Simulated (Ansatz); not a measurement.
# r2SCAN/aug-cc-pVDZ run of C4H2 (1,3-butadiyne)

Aim: the vertical singlet–triplet gap of C4H2 (1,3-butadiyne) at r2SCAN/aug-cc-pVDZ, from 2 runs. 

The calculation is run with Ansatz 0.2.0.

43 further runs of the same task are left out: 16 that didn't finish, 27 set aside as unsound or not needed.

**1. The system as given**

C4H2 has 6 atoms, charge 0, and is taken as a singlet. As SMILES, `C#CC#C`. The coordinates come from a PBE0-D4/def2-TZVP relaxation.

Bond lengths: C1–C2 1.205 Å, C2–C3 1.364 Å, C3–C4 1.205 Å, C1–H5 1.064 Å, C4–H6 1.064 Å. Angles: C1–C2–C3 180.0°, C2–C3–C4 180.0°, C2–C1–H5 180.0°, C3–C4–H6 180.0°.

**2. The energy at r2SCAN/aug-cc-pVDZ**

The input, molecule.yaml:

```yaml
crystal:
  periodic: [false, false, false]
  atoms:
    - symbol: C
      position_ang: [1.419140, -1.102190, 0.574700]
    - symbol: C
      position_ang: [0.512970, -0.398530, 0.207720]
    - symbol: C
      position_ang: [-0.513080, 0.398350, -0.207780]
    - symbol: C
      position_ang: [-1.419150, 1.102170, -0.574710]
    - symbol: H
      position_ang: [2.219890, -1.723930, 0.898960]
    - symbol: H
      position_ang: [-2.219770, 1.724120, -0.898890]
basis:
  gaussian: {orbitals: aug-cc-pVDZ}
output: {orbitals: {seedname: orbitals}}
accuracy: high
hamiltonian: {xc: r2scan}
```

Started as:

```
ansatz run molecule.yaml --threads 1 --pin off --max-ram 3480MiB --events-out events.jsonl --progress --plain --runs-dir runs
```

The log of the run:

```text
Warning: RAYON_NUM_THREADS=1 ignored (pool sized by the plan → 1); use --threads N
Functional definition: r2SCAN
  name "r2SCAN"
  parameter k0 = 0.174
  parameter k1 = 0.065
  parameter a1 = 4.9479
  exchange = r2scan_x(k0 = k0, k1 = k1, a1 = a1)
  correlation = r2scan_c
1790 factors; integrals over basis functions are off by at most 2.5e-9 eV
mean field evaluation 1: about -4167.2068 eV, gradient 4.8e1 eV
mean field evaluation 2: about -4165.0898 eV, gradient 5.6e1 eV
mean field evaluation 4: about -4174.2038 eV, gradient 2.4e0 eV
mean field evaluation 8: about -4174.2179 eV, gradient 2.3e-2 eV
mean field evaluation 16: about -4174.2180 eV, gradient 1.7e-6 eV
mean field -4174.21795075 eV, -153.3996803036 hartree, gradient 2.5e-8 eV, S^2 0.000000; 0 other end points of the search recorded, 0 dependent functions left out
reference -4174.21795326 eV, -153.3996803958 hartree; 13, 13 occupied and 97, 97 virtual orbitals, 1790 factors
Total energy: -4174.21795326 eV, -153.3996803958 hartree
```

It took 10 s on 1 thread of Intel Xeon Platinum 8175M at 2.50GHz (Skylake/Cascade Lake), shared host; peak memory 0.3 GiB.

**3. The triplet, same level**

The input, run.yaml:

```yaml
crystal:
  periodic: [false, false, false]
  atoms:
    - {symbol: C, position_ang: [1.419140, -1.102190, 0.574700]}
    - {symbol: C, position_ang: [0.512970, -0.398530, 0.207720]}
    - {symbol: C, position_ang: [-0.513080, 0.398350, -0.207780]}
    - {symbol: C, position_ang: [-1.419150, 1.102170, -0.574710]}
    - {symbol: H, position_ang: [2.219890, -1.723930, 0.898960]}
    - {symbol: H, position_ang: [-2.219770, 1.724120, -0.898890]}
basis:
  gaussian:
    orbitals: aug-cc-pVDZ
magnetization:
  spin_polarized: true
  initial_magnetization: 2
hamiltonian:
  xc: r2scan
accuracy: high
output:
  orbitals: {seedname: orbitals}
```

Started as:

```
ansatz run run.yaml --threads 1 --pin off --max-ram 3480MiB --events-out events.jsonl --progress --plain --runs-dir runs
```

The log of the run, cut to the lines that bear on the results:

```text
Warning: RAYON_NUM_THREADS=1 ignored (pool sized by the plan → 1); use --threads N
[... 2 set-up lines as earlier in the session ...]
[...]
1790 factors; integrals over basis functions are off by at most 2.5e-9 eV
[...]
mean field -4170.27257323 eV, -153.2546903541 hartree, gradient 9.4e-8 eV, S^2 2.009242; 8 other end points of the search recorded, 0 dependent functions left out
reference -4170.27258790 eV, -153.2546908929 hartree; 14, 12 occupied and 96, 98 virtual orbitals, 1790 factors
Total energy: -4170.27258790 eV, -153.2546908929 hartree
```

Run time: 3.8 min. Hardware: 1 thread of Intel Xeon Platinum 8175M at 2.50GHz (Skylake/Cascade Lake), shared host; peak memory 0.5 GiB.

**4. Summary of results**

Level: r2SCAN/aug-cc-pVDZ.

```
                                        quantity          value
                           singlet: total energy  -153.39968 Eh
                            singlet: HOMO energy       -6.80 eV
                            singlet: LUMO energy       -1.62 eV
                          singlet: HOMO–LUMO gap        5.18 eV
                           triplet: total energy  -153.25469 Eh
     triplet: HOMO energy (highest over α and β)       -2.86 eV
                                   triplet: ⟨S²⟩          2.009
vertical energy of the triplet above the singlet       3.945 eV
```

In words: At this shape the triplet lies 3.95 eV (381 kJ/mol) above the singlet.
